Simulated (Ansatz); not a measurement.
# Strength of the C–O bond: C3H7FO → C3H6F + OH

Species: C3H7FO `CC(O)CF`, singlet; C3H6F `C[CH]CF`, doublet; OH, doublet. 

Shapes, held fixed at every level: PBE0-D4/def2-TZVP. Flexible molecules stand in one conformer, not always the lowest. Programs: Ansatz 0.2.0. Electronic energies: no zero-point or thermal term.

```csv
level,kind,ΔE (kJ/mol),less CCSD(T)/CBS estimate,CPU time (sum over the molecules)
PBE-D4/def2-TZVPP,GGA,+420.9,-6.7,14 s
r2SCAN-D4/def2-TZVPP,meta-GGA,+393.9,-33.7,24 s
PBE0-D4/def2-TZVPP,global hybrid,+407.5,-20.1,16 s
wB97X-V/def2-TZVPP,range-separated hybrid,+421.1,-6.5,38 s
MP2/def2-TZVPP,perturbation theory,+448.8,+21.2,–
CCSD(T)/def2-TZVPP,coupled cluster or CI,+416.4,-11.2,14 min
CCSD(T)/CBS estimate,coupled cluster or CI,+427.6,0.0,16 min
```

The highest level, CCSD(T)/CBS estimate, gives ΔE = +427.6 kJ/mol; the levels span +393.9 to +448.8. The column of differences is taken from that level and isn't an error. No measured value is set beside it here. Open shells run unrestricted unless RO is named. The CBS estimate extrapolates MP2 from def2-TZVPP and def2-QZVPP and adds CCSD(T) − MP2 in the triple-zeta set, cores frozen. Times are processor times on shared x86 and Arm servers, and rough.
